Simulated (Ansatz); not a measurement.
The end point of a relaxation of Rh. Method: PBEsol (plane waves to 420 eV, PAW, scalar-relativistic; Ansatz, an electronic-structure program).

```xyz
1
Lattice="0.0000 1.8900 1.8900 1.8900 0.0000 1.8900 1.8900 1.8900 0.0000" Properties=species:S:1:pos:R:3 pbc="T T T"
Rh     1.8900     1.8900     1.8900
```

### Question
Find the space group and the Wyckoff positions (tolerance 0.01 Å).

### Answer
Space group Fm-3m (No. 225); a = 3.7800 Å, b = 3.7800 Å, c = 3.7800 Å, α = 90.00°, β = 90.00°, γ = 90.00°

```json
[
 {"atom": "Rh", "site": "4b", "symmetry": "m-3m", "x": "0.5000", "y": "0.5000", "z": "0.5000"}
]
```

This is the fcc (Cu type).

### Question
Give the shortest distances between elements (the closest pairs, up to four, under 3.6 Å).

### Answer
Rh–Rh 2.67 Å.

```yaml
volume_per_atom: 13.50 Å³
density: 12.66 g/cm³
band_gap: zero (metallic)
```

No spin polarisation in the result.

Measured for Rh: a 3.794 Å (static lattice; corrected from measurement; as listed in Daniel Mejia-Rodriguez, S. B. Trickey, Phys. Rev. B (2018)). Computed minus measured — a: PBEsol -0.4 %. The computed values are for a static lattice.

The run could not lose the symmetry of its start.

It was reached from a disturbed copy of a Im-3m (No. 229) cell (bcc (W type)), against which it lies -0.39 eV/atom.
